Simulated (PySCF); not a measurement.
Molecule: `C#[SiH]`, CH2Si.

Atoms are numbered as in `[CH:1]#[SiH:2]`; H(Xn) means a hydrogen on atom n.

Geometry PBE0-D3(BJ)/def2-SVP throughout; GIAO in PySCF, gas phase, one conformer, non-relativistic; equivalent atoms averaged; functional PBE0.

**Question.** How do the absolute shieldings σ depend on the basis set? (ppm; last column core-seconds on shared hosts with different chips, so compare them loosely)

**Answer.** 
```tsv
basis set	functions	C1	Si2	H(C1)	H(Si2)	core-s
STO-3G	16	29.2	608.0	25.24	30.62	1.2
6-31G	26	-13.9	558.6	25.85	28.95	3.7
pcSseg-0	26	-45.2	493.9	26.21	28.88	1
6-31G*	36	-33.8	552.7	24.34	28.32	3.2
def2-SVP	42	-43.0	547.4	23.87	27.53	2.6
cc-pVDZ	42	-38.4	555.2	23.72	27.45	1.5
pcSseg-1	51	-67.2	506.3	23.74	27.47	2.2
aug-cc-pVDZ	68	-39.1	554.7	23.77	27.27	2.1
6-311+G(2d,p)	74	-63.6	506.6	23.76	27.45	4.1
def2-TZVP	80	-66.2	498.6	23.67	27.50	4.7
cc-pVTZ	92	-63.3	506.8	23.67	27.40	2.9
IGLO-III	99	-74.8	513.6	23.71	27.43	2.8
pcSseg-2	107	-72.8	503.5	23.68	27.54	1.9
pcSseg-3	214	-77.1	504.2	23.49	27.35	14
```

**Question.** Which nucleus moves most, in ppm?

**Answer.** Si2 (silicon bonded to C, H): from 493.9 ppm with pcSseg-0 to 608.0 ppm with STO-3G. The smallest spread is 2.72 ppm, at H(C1). Proton shifts span only some 12 ppm, so a few tenths of a ppm matter as much there as several ppm in carbon.

**Question.** Taking the largest basis, pcSseg-3 (214 functions), as the yardstick, rank the others by their worst heavy-atom deviation.

**Answer.** pcSseg-2 4.3 ppm (107 functions), IGLO-III 9.3 ppm (99 functions), pcSseg-1 9.9 ppm (51 functions), def2-TZVP 10.9 ppm (80 functions), 6-311+G(2d,p) 13.5 ppm (74 functions), cc-pVTZ 13.8 ppm (92 functions), pcSseg-0 31.9 ppm (26 functions), def2-SVP 43.2 ppm (42 functions), 6-31G* 48.5 ppm (36 functions), aug-cc-pVDZ 50.4 ppm (68 functions), cc-pVDZ 51.0 ppm (42 functions), 6-31G 63.2 ppm (26 functions), STO-3G 106.3 ppm (16 functions).

A small basis that lands close on one nucleus may do so by chance; judge by the trend and by all nuclei.
